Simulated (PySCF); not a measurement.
HCl, SMILES Cl, singlet at its PBE/def2-SVP optimised geometry (Å):

```
2

Cl    -0.6481     0.0000     0.0000
H      0.6481     0.0000     0.0000
```

Level of theory: PySCF 2.14.0 with PBE/def2-TZVP.

Map of the electron localisation function on the plane z = 1.0 Å:

```
|                               |
|                               |
|                               |
|                               |
|                               |
|          ....                 |
|        .:::::..               |
|       .:-====-:.              |
|      .:=+***+=-:.             |
|     .:=+*###*+=:.             |
|     .-+*#%%%#*+-:.            |
|    .:=*#%@@@%#+=:...          |
|    .:=*%@@@@%#*=-::::.        |
|    .-+#%@@@@@%*+=----:.       |
|    .-+#%@@@@@%#+=====-.       |
|    .-+#%@@@@@%#+===+=-:       |
|    .-+#%@@@@@%#+=====-.       |
|    .-+#%@@@@@%*+=----:.       |
|    .:=*%@@@@%#*=-::::.        |
|    .:=*#%@@@%#+=:...          |
|     .-+*#%%%#*+-:.            |
|     .:=+*###*+=:.             |
|      .:=+***+=-:.             |
|       .:-====-:.              |
|        .:::::..               |
|          ....                 |
|                               |
|                               |
|                               |
|                               |
|                               |
```
Scale: ten equal steps from 0.000 (start of ' ') to 0.903 (end of '@'), in the order ' .:-=+*#%@'; x runs from -3.00 to 3.00, y from -3.00 (bottom) to 3.00 (top).
